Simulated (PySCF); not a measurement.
**Magnesium: a sound run and one with changed settings**

Sound run: Mg [Ne] 3s2, Mg+ [Ne] 3s1. Calculation: PySCF 2.14, in pcseg-2 (5s3p1d, 19 functions); no relativity, point nucleus. In the sound run the correlated levels freeze [Ne]. The sound run starts from symmetry-adapted Hartree-Fock orbitals and uses a fine grid where one is needed.

Changed run: the spin-free X2C one-electron Hamiltonian (Gaussian nucleus). This setting is unsound on purpose.

| species | method | sound run (hartree) | changed run (hartree) | converged |
| --- | --- | --- | --- | --- |
| Mg | UHF | -199.60382 | -199.88854 | yes |
| Mg | TPSS | -200.08791 | -200.37258 | yes |
| Mg | B3LYP | -200.10046 | -200.38521 | yes |
| Mg | MP2 | -199.62441 | -199.90915 | yes |
| Mg | CCSD(T) | -199.63649 | -199.92120 | yes |
| Mg+ | UHF | -199.36124 | -199.64557 | yes |
| Mg+ | TPSS | -199.81112 | -200.09534 | yes |
| Mg+ | B3LYP | -199.81643 | -200.10069 | yes |

Ionisation energy of Mg:

```
 method  sound run (eV)  changed run (eV)
    UHF           6.601             6.612
   TPSS           7.532             7.544
  B3LYP           7.729             7.742
    MP2           7.161             7.172
SCS-MP2           7.273             7.285
   CCSD           7.490             7.500
CCSD(T)           7.490             7.500
  CCSDT           7.490             7.500
    FCI           7.490             7.500
```

Most of the change in total energy is the relativistic energy itself. On top of that the contraction fixes the core shape for the Hamiltonian it was made with, so the changed run is not a good calculation with the other Hamiltonian either.

For comparison, NIST gives 7.646 eV between the lowest levels.
